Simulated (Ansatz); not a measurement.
A calculation with Ansatz (development build ahead of 0.2.0).

```yaml
crystal:
  periodic: [false, false, false]
  atoms:
    - { symbol: "N", position_ang: [0.0, 0.46159, -0.41727] }
    - { symbol: H, position_ang: [0.0, 1.4066, 0.24922] }
    - { symbol: O, position_ang: [0.0, -0.57972, 0.33396] }
basis:
  gaussian: { orbitals: def2-TZVP }
hamiltonian:
  xc: hf
```

The input is written out in the form of the current development build from the run's settings.

The run gave:

```yaml
Converged: yes
Total_energy: -129.81347 hartree
Spin_squared_of_the_determinant: 0.000
```

Caution: in another basis set an unrestricted determinant lies well below.
